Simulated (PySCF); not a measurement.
Molecule: cis Allyl Isocyanide, C₄H₅N.

Molfile (atoms numbered from 1):
```
C4H5N
     RDKit          3D

 10  9  0  0  0  0  0  0  0  0999 V2000
    2.2993   -1.8251    0.4588 C   0  0  0  0  0  0  0  0  0  0  0  0
    1.2722   -1.3899    0.0969 N   0  0  0  0  0  0  0  0  0  0  0  0
    0.0266   -0.8465   -0.3017 C   0  0  0  0  0  0  0  0  0  0  0  0
   -0.3285    0.3900    0.4729 C   0  0  0  0  0  0  0  0  0  0  0  0
   -0.6611    1.5483   -0.0922 C   0  0  0  0  0  0  0  0  0  0  0  0
    0.0597   -0.6303   -1.3813 H   0  0  0  0  0  0  0  0  0  0  0  0
   -0.7436   -1.6231   -0.1497 H   0  0  0  0  0  0  0  0  0  0  0  0
   -0.3150    0.2864    1.5637 H   0  0  0  0  0  0  0  0  0  0  0  0
   -0.6704    1.6752   -1.1796 H   0  0  0  0  0  0  0  0  0  0  0  0
   -0.9394    2.4152    0.5121 H   0  0  0  0  0  0  0  0  0  0  0  0
  1  2  3  0
  2  3  1  0
  3  4  1  0
  4  5  2  0
  3  6  1  0
  3  7  1  0
  4  8  1  0
  5  9  1  0
  5 10  1  0
M  CHG  2   1  -1   2   1
M  END
```

Spin–spin couplings on one PBE0-D3(BJ)/def2-SVP geometry, PySCF 2.14.0 with density-fitted response routines, gas phase, non-relativistic, equivalent pairs averaged (spin–dipole term only in couplings to heteroatoms); isotopes $^{13}$C, $^{1}$H, $^{15}$N; functional B3LYP.

Question: How do the couplings (Hz) change with the basis set? Times are CPU seconds on shared hosts with different chips, so compare them loosely. Far from the basis limit: 6-31G-J, pcJ-0, 6-31G*, def2-TZVP, cc-pVTZ.

Answer: 
```
    basis set  functions  $^{1}J$(C5,H10)  $^{1}J$(C4,H8)  $^{1}J$(C5,H9)  $^{1}J$(C3,H6)  $^{1}J$(C4,C5)  $^{1}J$(C3,C4)  $^{1}J$(N2,C3)  core-s
      6-31G-J         80            176.1           175.1           170.7           151.6            78.2            47.9           -13.0     4.1
        pcJ-0         80            149.8           150.2           145.4           127.1            57.4            37.8            -6.6     3.6
       6-31G*         80            170.0           167.8           166.6           159.4            88.3            59.6           -19.3       5
        pcJ-1        185            171.5           169.6           165.3           146.8            77.9            47.8           -14.4      15
    def2-TZVP        185            162.7           162.7           157.3           139.3            76.3            46.2           -12.1      12
      cc-pVTZ        220            155.1           153.5           149.7           128.8            83.8            36.2           -10.8      18
aug-cc-pVTZ-J        330            173.4           172.1           167.4           148.5            74.5            45.6           -12.7      30
```

The Fermi-contact term samples the wavefunction at the nucleus, which is why sets with added tight s functions (names with J) are made for couplings.
